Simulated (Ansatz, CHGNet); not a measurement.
Equilibrium volume per atom (Å³/atom) of solids drawn from the class of elemental solids other than molecular ones, at two levels: the machine-learned potential CHGNet 0.3.0 (trained on PBE and PBE+U data), and r²SCAN (PAW; Ansatz, a program for electronic structure).

| solid | CHGNet 0.3.0 | r²SCAN | shift (%) |
|---|---|---|---|
| hcp Zr | 23.45 | 23.50 | +0.2 |
| hcp Zn | 15.36 | 14.47 | -5.8 |
| hcp Sc | 24.64 | 24.92 | +1.1 |
| hcp Lu | 29.85 | 29.01 | -2.8 |
| white tin (β-Sn) | 30.13 | 27.59 | -8.4 |
| hcp Ru | 13.96 | 13.49 | -3.4 |
| hcp Ti | 17.44 | 17.31 | -0.7 |
| hcp Cd | 22.63 | 21.99 | -2.8 |
| hcp Be | 8.09 | 7.91 | -2.2 |

The shifts run from -8.4 % to +1.1 %, with a median of -2.8 %.

Of 9 rows, r²SCAN is the larger in 2 and the smaller in 7.

Ansatz's runs of these crystals have no spin polarisation. Meta-GGAs and exact exchange favour moments, which can bear on hcp Sc, hcp Ti.

Spin–orbit coupling is left out, also for the solids with elements from indium on (hcp Lu, white tin (β-Sn)); its size isn't shown.

Ansatz's density-functional and Hartree–Fock values are scalar-relativistic unless marked +SOC, with PAW data made under PBE.
